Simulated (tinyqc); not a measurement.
RHF in the sto-6g basis, for H2F+, spin multiplicity 1, step by step (part 1 of 2). Computed by tinyqc, a small Python program that keeps every step (integrals from PySCF). Settings: charge = 1, multiplicity = 1, basis = sto-6g, energy threshold = 1e-10, iteration cap = 74, orthogonalisation = canonical, start = Wolfsberg-Helmholz matrix, DIIS depth = 6, method = RHF. Command: `OMP_NUM_THREADS=1 python tinyqc.py 21357 21358 out.jsonl` (the two numbers bound the seeds that draw the settings). One thread of a shared host (Intel(R) Xeon(R) Processor @ 2.60GHz), about 0.1 s of CPU time with the checks. Later iterations appear only in the table of the cycle.

## One-electron integrals

Geometry (angstrom):
```
atom         x          y         z
F     0.000000   0.000000  0.000000
H     0.000000   1.010000  0.710000
H     0.000000  -1.052000  0.739000
```

Basis sto-6g: exponents (1/bohr^2) and contraction coefficients of normalised primitives:
```
element  l (shell)     exponent  coefficient
F            s (1)  1728.626574     0.009164
F            s (1)   316.941790     0.049361
F            s (1)    88.668891     0.168538
F            s (1)    30.460157     0.370563
F            s (1)    11.828570     0.416492
F            s (1)     4.871659     0.130334
F            s (2)    67.032281    -0.013253
F            s (2)    13.267438    -0.046992
F            s (2)     4.123510    -0.033785
F            s (2)     1.586463     0.250242
F            s (2)     0.689002     0.595117
F            s (2)     0.315820     0.240706
F            p (3)    67.032281     0.003760
F            p (3)    13.267438     0.037679
F            p (3)     4.123510     0.173897
F            p (3)     1.586463     0.418036
F            p (3)     0.689002     0.425860
F            p (3)     0.315820     0.101708
H            s (1)    35.523221     0.009164
H            s (1)     6.513144     0.049361
H            s (1)     1.822143     0.168538
H            s (1)     0.625955     0.370563
H            s (1)     0.243077     0.416492
H            s (1)     0.100112     0.130334
```

Overlap, kinetic and nuclear-attraction integrals over the contracted functions; the nuclear repulsion is the sum of Za Zb / Rab.

nuclear repulsion = 7.81876138 hartree

overlap S:
```
           1F 1s     1F 2s    1F 2px     1F 2py    1F 2pz     2H 1s      3H 1s
1F 1s   1.000000  0.232479  0.000000   0.000000  0.000000  0.024282   0.021568
1F 2s   0.232479  1.000000  0.000000   0.000000  0.000000  0.270320   0.247196
1F 2px  0.000000  0.000000  1.000000   0.000000  0.000000  0.000000   0.000000
1F 2py  0.000000  0.000000  0.000000   1.000000  0.000000  0.191232  -0.177198
1F 2pz  0.000000  0.000000  0.000000   0.000000  1.000000  0.134430   0.124476
2H 1s   0.024282  0.270320  0.000000   0.191232  0.134430  1.000000   0.108483
3H 1s   0.021568  0.247196  0.000000  -0.177198  0.124476  0.108483   1.000000
```

kinetic energy T (hartree):
```
            1F 1s      1F 2s    1F 2px     1F 2py    1F 2pz      2H 1s      3H 1s
1F 1s   37.397730  -1.143349  0.000000   0.000000  0.000000  -0.005562  -0.005438
1F 2s   -1.143349   1.082297  0.000000   0.000000  0.000000   0.017120   0.008218
1F 2px   0.000000   0.000000  3.251325   0.000000  0.000000   0.000000   0.000000
1F 2py   0.000000   0.000000  0.000000   3.251325  0.000000   0.070998  -0.056657
1F 2pz   0.000000   0.000000  0.000000   0.000000  3.251325   0.049909   0.039800
2H 1s   -0.005562   0.017120  0.000000   0.070998  0.049909   0.768522  -0.011989
3H 1s   -0.005438   0.008218  0.000000  -0.056657  0.039800  -0.011989   0.768522
```

nuclear attraction V (hartree):
```
             1F 1s       1F 2s      1F 2px      1F 2py      1F 2pz      2H 1s      3H 1s
1F 1s   -78.662691   -8.061048    0.000000   -0.000558   -0.009710  -0.961749  -0.853704
1F 2s    -8.061048  -12.315117    0.000000   -0.006433   -0.114368  -2.377480  -2.147397
1F 2px    0.000000    0.000000  -12.280939    0.000000    0.000000   0.000000   0.000000
1F 2py   -0.000558   -0.006433    0.000000  -12.348563   -0.002765  -1.445334   1.316620
1F 2pz   -0.009710   -0.114368    0.000000   -0.002765  -12.314334  -1.038901  -0.946985
2H 1s    -0.961749   -2.377480    0.000000   -1.445334   -1.038901  -5.307595  -0.644272
3H 1s    -0.853704   -2.147397    0.000000    1.316620   -0.946985  -0.644272  -5.164628
```

core Hamiltonian H = T + V (hartree):
```
             1F 1s       1F 2s     1F 2px     1F 2py     1F 2pz      2H 1s      3H 1s
1F 1s   -41.264961   -9.204397   0.000000  -0.000558  -0.009710  -0.967311  -0.859142
1F 2s    -9.204397  -11.232821   0.000000  -0.006433  -0.114368  -2.360360  -2.139179
1F 2px    0.000000    0.000000  -9.029614   0.000000   0.000000   0.000000   0.000000
1F 2py   -0.000558   -0.006433   0.000000  -9.097237  -0.002765  -1.374336   1.259963
1F 2pz   -0.009710   -0.114368   0.000000  -0.002765  -9.063009  -0.988992  -0.907185
2H 1s    -0.967311   -2.360360   0.000000  -1.374336  -0.988992  -4.539073  -0.656262
3H 1s    -0.859142   -2.139179   0.000000   1.259963  -0.907185  -0.656262  -4.396106
```

## Two-electron integrals

Functions are numbered as in S; the eight-fold symmetry (ij|kl) = (ji|kl) = (kl|ij) leaves the list below.

Two-electron integrals (ij|kl) in chemists' order, unique and non-zero (hartree):
```
(11|11) 5.406240    (21|11) 0.768129    (21|21) 0.138909    (22|11) 1.266271
(22|21) 0.283987    (22|22) 0.926367    (31|31) 0.029452    (32|31) 0.044681
(32|32) 0.204753    (33|11) 1.266273    (33|21) 0.283987    (33|22) 0.926366
(33|33) 0.998085    (41|41) 0.029452    (42|41) 0.044681    (42|42) 0.204753
(43|43) 0.053789    (44|11) 1.266273    (44|21) 0.283987    (44|22) 0.926366
(44|33) 0.890506    (44|44) 0.998085    (51|51) 0.029452    (52|51) 0.044681
(52|52) 0.204753    (53|53) 0.053789    (54|54) 0.053789    (55|11) 1.266273
(55|21) 0.283987    (55|22) 0.926366    (55|33) 0.890506    (55|44) 0.890506
(55|55) 0.998085    (61|11) 0.085305    (61|21) 0.014800    (61|22) 0.029637
(61|33) 0.029588    (61|41) 0.000527    (61|42) 0.001036    (61|44) 0.029686
(61|51) 0.000371    (61|52) 0.000728    (61|54) 0.000070    (61|55) 0.029636
(61|61) 0.001603    (62|11) 0.232288    (62|21) 0.052956    (62|22) 0.194768
(62|33) 0.191962    (62|41) 0.003152    (62|42) 0.024488    (62|44) 0.197596
(62|51) 0.002216    (62|52) 0.017215    (62|54) 0.003960    (62|55) 0.194746
(62|61) 0.005653    (62|62) 0.052467    (63|31) 0.005662    (63|32) 0.033160
(63|43) 0.005035    (63|53) 0.003539    (63|63) 0.007391    (64|11) 0.135712
(64|21) 0.031354    (64|22) 0.123194    (64|33) 0.118176    (64|41) 0.007239
(64|42) 0.047374    (64|44) 0.131582    (64|51) 0.001109    (64|52) 0.009992
(64|54) 0.005885    (64|55) 0.119825    (64|61) 0.003479    (64|62) 0.040727
(64|64) 0.038667    (65|11) 0.095401    (65|21) 0.022041    (65|22) 0.086602
(65|33) 0.083074    (65|41) 0.001109    (65|42) 0.009992    (65|44) 0.085419
(65|51) 0.006441    (65|52) 0.040184    (65|54) 0.006684    (65|55) 0.091312
(65|61) 0.002446    (65|62) 0.028630    (65|64) 0.021986    (65|65) 0.022847
(66|11) 0.423343    (66|21) 0.098302    (66|22) 0.416746    (66|33) 0.404190
(66|41) 0.006612    (66|42) 0.073022    (66|44) 0.429400    (66|51) 0.004648
(66|52) 0.051332    (66|54) 0.017722    (66|55) 0.416648    (66|61) 0.010543
(66|62) 0.151850    (66|64) 0.136333    (66|65) 0.095838    (66|66) 0.774999
(71|11) 0.075732    (71|21) 0.013141    (71|22) 0.026321    (71|33) 0.026278
(71|41) -0.000468   (71|42) -0.000920   (71|44) 0.026365    (71|51) 0.000329
(71|52) 0.000646    (71|54) -0.000061   (71|55) 0.026321    (71|61) 0.001405
(71|62) 0.004873    (71|64) 0.002767    (71|65) 0.002112    (71|66) 0.009037
(71|71) 0.001264    (72|11) 0.209869    (72|21) 0.047861    (72|22) 0.176467
(72|33) 0.173921    (72|41) -0.002849   (72|42) -0.022283   (72|44) 0.179034
(72|51) 0.002001    (72|52) 0.015653    (72|54) -0.003592   (72|55) 0.176444
(72|61) 0.004959    (72|62) 0.038024    (72|64) 0.020566    (72|65) 0.020192
(72|66) 0.088155    (72|71) 0.004538    (72|72) 0.043442    (73|31) 0.005070
(73|32) 0.029856    (73|43) -0.004565   (73|53) 0.003207    (73|63) 0.005127
(73|73) 0.006062    (74|11) -0.123971   (74|21) -0.028647   (74|22) -0.112809
(74|33) -0.108261   (74|41) 0.006501    (74|42) 0.042835    (74|44) -0.120413
(74|51) -0.001005   (74|52) -0.009118   (74|54) 0.005329    (74|55) -0.109752
(74|61) -0.002849   (74|62) -0.020873   (74|64) -0.006567   (74|65) -0.010882
(74|66) -0.045761   (74|71) -0.002821   (74|72) -0.034077   (74|74) 0.032488
(75|11) 0.087086    (75|21) 0.020123    (75|22) 0.079245    (75|33) 0.076050
(75|41) -0.001005   (75|42) -0.009118   (75|44) 0.078172    (75|51) 0.005776
(75|52) 0.036261    (75|54) -0.006056   (75|55) 0.083512    (75|61) 0.002169
(75|62) 0.020334    (75|64) 0.010823    (75|65) 0.015748    (75|66) 0.051577
(75|71) 0.001982    (75|72) 0.023938    (75|74) -0.018563   (75|75) 0.019102
(76|11) 0.058646    (76|21) 0.013539    (76|22) 0.054933    (76|33) 0.053909
(76|41) -0.000010   (76|42) -0.000114   (76|44) 0.054829    (76|51) 0.000868
(76|52) 0.008411    (76|54) -0.000023   (76|55) 0.056062    (76|61) 0.001430
(76|62) 0.015153    (76|64) 0.010345    (76|65) 0.009483    (76|66) 0.049611
(76|71) 0.001271    (76|72) 0.013910    (76|74) -0.009678   (76|75) 0.008784
(76|76) 0.005901    (77|11) 0.407492    (77|21) 0.094642    (77|22) 0.402207
(77|33) 0.390523    (77|41) -0.006182   (77|42) -0.068947   (77|44) 0.413994
(77|51) 0.004343    (77|52) 0.048433    (77|54) -0.016488   (77|55) 0.402105
(77|61) 0.009798    (77|62) 0.094000    (77|64) 0.048353    (77|65) 0.054443
(77|66) 0.255891    (77|71) 0.009009    (77|72) 0.135344    (77|74) -0.122689
(77|75) 0.086186    (77|76) 0.049611    (77|77) 0.774999
```

## Orthogonalisation

S = U s U^T; canonical form X = U s^(-1/2), so that X^T S X = 1. Each column of U has its largest component positive (the first on a tie).

eigenvalues of S: 0.588029  0.681449  0.906610  1.000000  1.090675  1.211363  1.521875

X:
```
                1          2          3         4          5          6         7
1F 1s   -0.454530   0.083506   0.653063  0.000000  -0.594688  -0.023662  0.257235
1F 2s    0.908060  -0.119670  -0.212069  0.000000  -0.275101  -0.022922  0.500622
1F 2px   0.000000   0.000000   0.000000  1.000000   0.000000   0.000000  0.000000
1F 2py   0.112436   0.757036  -0.009617  0.000000  -0.005833   0.704420  0.023178
1F 2pz   0.325553  -0.032711   0.707424  0.000000   0.625337  -0.001539  0.193071
2H 1s   -0.620085  -0.591537  -0.243469  0.000000   0.209591   0.387939  0.406511
3H 1s   -0.407790   0.722550  -0.267819  0.000000   0.229175  -0.421574  0.370443
```

## Starting guess

The start is the generalised Wolfsberg-Helmholz matrix (K = 1.75) built on H; D = 2 C_occ C_occ^T.

D at the start:
```
            1F 1s      1F 2s    1F 2px     1F 2py     1F 2pz      2H 1s      3H 1s
1F 1s    2.088057  -0.379398  0.000000   0.006400   0.044362  -0.103545  -0.091516
1F 2s   -0.379398   1.668562  0.000000  -0.025092  -0.168375   0.315597   0.278968
1F 2px   0.000000   0.000000  2.000000   0.000000   0.000000   0.000000   0.000000
1F 2py   0.006400  -0.025092  0.000000   1.819166  -0.009171   0.199134  -0.190091
1F 2pz   0.044362  -0.168375  0.000000  -0.009171   1.938408   0.095374   0.083493
2H 1s   -0.103545   0.315597  0.000000   0.199134   0.095374   0.091666   0.039773
3H 1s   -0.091516   0.278968  0.000000  -0.190091   0.083493   0.039773   0.072392
```

## Iteration 1: building the Fock matrix

J_ij = sum D_kl (ij|kl), K_ij = sum D_kl (ik|jl); F = H + J - 0.5 K; E = tr D H + tr D J / 2 - 0.25 tr D K + E_nn.

Coulomb J (hartree):
```
            1F 1s      1F 2s    1F 2px     1F 2py     1F 2pz     2H 1s      3H 1s
1F 1s   20.548267   3.709960  0.000000  -0.000875  -0.006229  0.397545   0.353048
1F 2s    3.709960   9.711710  0.000000  -0.002066  -0.015610  1.991063   1.802318
1F 2px   0.000000   0.000000  9.710217   0.000000   0.000000  0.000000   0.000000
1F 2py  -0.000875  -0.002066  0.000000   9.711979   0.000516  1.244144  -1.137919
1F 2pz  -0.006229  -0.015610  0.000000   0.000516   9.712930  0.873755   0.798448
2H 1s    0.397545   1.991063  0.000000   1.244144   0.873755  4.214419   0.553804
3H 1s    0.353048   1.802318  0.000000  -1.137919   0.798448  0.553804   4.056883
```

exchange K (hartree):
```
            1F 1s      1F 2s    1F 2px     1F 2py     1F 2pz     2H 1s      3H 1s
1F 1s   11.093043   1.805936  0.000000   0.000541   0.004300  0.202200   0.179775
1F 2s    1.805936   3.035910  0.000000  -0.009917  -0.069842  0.744164   0.672316
1F 2px   0.000000   0.000000  2.609487   0.000000   0.000000  0.000000   0.000000
1F 2py   0.000541  -0.009917  0.000000   2.553445  -0.002111  0.420282  -0.385978
1F 2pz   0.004300  -0.069842  0.000000  -0.002111   2.593623  0.281563   0.255232
2H 1s    0.202200   0.744164  0.000000   0.420282   0.281563  0.451684   0.160716
3H 1s    0.179775   0.672316  0.000000  -0.385978   0.255232  0.160716   0.375891
```

Fock matrix F (hartree):
```
             1F 1s      1F 2s     1F 2px     1F 2py     1F 2pz      2H 1s      3H 1s
1F 1s   -26.263216  -6.397405   0.000000  -0.001704  -0.018089  -0.670866  -0.595982
1F 2s    -6.397405  -3.039066   0.000000  -0.003540  -0.095057  -0.741379  -0.673019
1F 2px    0.000000   0.000000  -0.624140   0.000000   0.000000   0.000000   0.000000
1F 2py   -0.001704  -0.003540   0.000000  -0.661981  -0.001193  -0.340333   0.315033
1F 2pz   -0.018089  -0.095057   0.000000  -0.001193  -0.646890  -0.256018  -0.236353
2H 1s    -0.670866  -0.741379   0.000000  -0.340333  -0.256018  -0.550496  -0.182815
3H 1s    -0.595982  -0.673019   0.000000   0.315033  -0.236353  -0.182815  -0.527169
```

total energy of this density = -99.33770268 hartree

## Iteration 1: diagonalisation and new density

Diagonalise F' = X^T F X, C = X C', fill 5 alpha and 5 beta electrons from the bottom; D = 2 C_occ C_occ^T. Each column has its largest component positive (the first on a tie).

F' = X^T F X (hartree):
```
           1          2          3          4           5          6          7
1  -2.252180   0.474708   4.256483   0.000000   -4.315618  -0.182348   2.114106
2   0.474708  -0.134108  -0.895808   0.000000    0.932695  -0.021775  -0.492520
3   4.256483  -0.895808  -9.525365   0.000000    9.786700   0.434155  -5.865229
4   0.000000   0.000000   0.000000  -0.624140    0.000000   0.000000   0.000000
5  -4.315618   0.932695   9.786700   0.000000  -11.522399  -0.483116   6.645224
6  -0.182348  -0.021775   0.434155   0.000000   -0.483116  -0.840810   0.296067
7   2.114106  -0.492520  -5.865229   0.000000    6.645224   0.296067  -5.290566
```

orbital energies (hartree): MO1 -26.267057, MO2 -1.615823, MO3 -0.824641, MO4 -0.697558, MO5 -0.624140, MO6 -0.136051, MO7 -0.024299

coefficients C:
```
              MO1        MO2        MO3        MO4       MO5        MO6        MO7
1F 1s    0.996872  -0.234959   0.005898   0.063430  0.000000   0.083286   0.022171
1F 2s    0.013506   0.936450  -0.030133  -0.308476  0.000000  -0.470055  -0.128675
1F 2px   0.000000   0.000000   0.000000   0.000000  1.000000   0.000000   0.000000
1F 2py   0.000134   0.003986   0.761475  -0.028195  0.000000   0.144918  -0.693512
1F 2pz   0.001232   0.097108   0.024578   0.870213  0.000000  -0.504090  -0.120064
2H 1s   -0.002051   0.132925   0.360049   0.220679  0.000000   0.515239   0.831802
3H 1s   -0.001823   0.118192  -0.344395   0.244083  0.000000   0.811349  -0.526430
```

D after iteration 1:
```
            1F 1s      1F 2s    1F 2px     1F 2py     1F 2pz      2H 1s      3H 1s
1F 1s    2.106035  -0.452614  0.000000   0.003801   0.067508  -0.034311  -0.032273
1F 2s   -0.452614   1.946372  0.000000  -0.021026  -0.356453   0.091054   0.091480
1F 2px   0.000000   0.000000  2.000000   0.000000   0.000000   0.000000   0.000000
1F 2py   0.003801  -0.021026  0.000000   1.161311  -0.010867   0.536952  -0.537319
1F 2pz   0.067508  -0.356453  0.000000  -0.010867   1.534613   0.427585   0.430830
2H 1s   -0.034311   0.091054  0.000000   0.536952   0.427585   0.392016  -0.108841
3H 1s   -0.032273   0.091480  0.000000  -0.537319   0.430830  -0.108841   0.384315
```

## Iteration 2: building the Fock matrix

As before.

Coulomb J (hartree):
```
            1F 1s      1F 2s    1F 2px     1F 2py     1F 2pz     2H 1s      3H 1s
1F 1s   19.916691   3.567430  0.000000  -0.000519  -0.011095  0.382647   0.339801
1F 2s    3.567430   9.328816  0.000000  -0.000215  -0.010987  1.935887   1.753155
1F 2px   0.000000   0.000000  9.349373   0.000000   0.000000  0.000000   0.000000
1F 2py  -0.000519  -0.000215  0.000000   9.311089   0.000600  1.218467  -1.114920
1F 2pz  -0.011095  -0.010987  0.000000   0.000600   9.325982  0.860112   0.786642
2H 1s    0.382647   1.935887  0.000000   1.218467   0.860112  4.276614   0.549368
3H 1s    0.339801   1.753155  0.000000  -1.114920   0.786642  0.549368   4.136107
```

exchange K (hartree):
```
            1F 1s      1F 2s    1F 2px     1F 2py     1F 2pz     2H 1s      3H 1s
1F 1s   11.095905   1.752460  0.000000   0.000102  -0.000102  0.204463   0.182142
1F 2s    1.752460   2.968503  0.000000  -0.005897  -0.141990  0.714508   0.652340
1F 2px   0.000000   0.000000  2.592287   0.000000   0.000000  0.000000   0.000000
1F 2py   0.000102  -0.005897  0.000000   2.094269  -0.000271  0.508558  -0.481044
1F 2pz  -0.000102  -0.141990  0.000000  -0.000271   2.311563  0.382272   0.362620
2H 1s    0.204463   0.714508  0.000000   0.508558   0.382272  0.723192   0.127296
3H 1s    0.182142   0.652340  0.000000  -0.481044   0.362620  0.127296   0.666503
```

Fock matrix F (hartree):
```
             1F 1s      1F 2s     1F 2px     1F 2py     1F 2pz      2H 1s      3H 1s
1F 1s   -26.896223  -6.513198   0.000000  -0.001128  -0.020754  -0.686896  -0.610412
1F 2s    -6.513198  -3.388257   0.000000  -0.003700  -0.054360  -0.781727  -0.712194
1F 2px    0.000000   0.000000  -0.976384   0.000000   0.000000   0.000000   0.000000
1F 2py   -0.001128  -0.003700   0.000000  -0.833283  -0.002029  -0.410149   0.385565
1F 2pz   -0.020754  -0.054360   0.000000  -0.002029  -0.892808  -0.320016  -0.301853
2H 1s    -0.686896  -0.781727   0.000000  -0.410149  -0.320016  -0.624054  -0.170541
3H 1s    -0.610412  -0.712194   0.000000   0.385565  -0.301853  -0.170541  -0.593251
```

total energy of this density = -99.67066759 hartree

## Iteration 2: DIIS over 2 matrices

error matrix X^T (FDS - SDF) X:
```
           1          2          3         4          5          6          7
1   0.000000   0.009609   0.114538  0.000000  -0.016804   0.001648  -0.132078
2  -0.009609   0.000000  -0.011376  0.000000   0.003417  -0.026060   0.010630
3  -0.114538   0.011376   0.000000  0.000000  -0.001880   0.001893  -0.037491
4   0.000000   0.000000   0.000000  0.000000   0.000000   0.000000   0.000000
5   0.016804  -0.003417   0.001880  0.000000   0.000000  -0.000184   0.003475
6  -0.001648   0.026060  -0.001893  0.000000   0.000184   0.000000  -0.000330
7   0.132078  -0.010630   0.037491  0.000000  -0.003475   0.000330   0.000000
```

B (overlaps of the stored error matrices):
```
               1              2
1  1.6277021e+00  8.7068509e-02
2  8.7068509e-02  6.6598654e-02
```

Minimise |sum c_i e_i|^2 with sum c_i = 1: solve [B -1; -1 0][c; lambda] = [0; -1] with B_ij = tr e_i^T e_j, and take F = sum c_i F_i.

DIIS coefficients: -0.013466  1.013466

extrapolated F (hartree):
```
             1F 1s      1F 2s     1F 2px     1F 2py     1F 2pz      2H 1s      3H 1s
1F 1s   -26.904747  -6.514757   0.000000  -0.001120  -0.020790  -0.687112  -0.610606
1F 2s    -6.514757  -3.392959   0.000000  -0.003702  -0.053812  -0.782270  -0.712721
1F 2px    0.000000   0.000000  -0.981127   0.000000   0.000000   0.000000   0.000000
1F 2py   -0.001120  -0.003702   0.000000  -0.835590  -0.002040  -0.411089   0.386515
1F 2pz   -0.020790  -0.053812   0.000000  -0.002040  -0.896119  -0.320878  -0.302735
2H 1s    -0.687112  -0.782270   0.000000  -0.411089  -0.320878  -0.625045  -0.170376
3H 1s    -0.610606  -0.712721   0.000000   0.386515  -0.302735  -0.170376  -0.594141
```
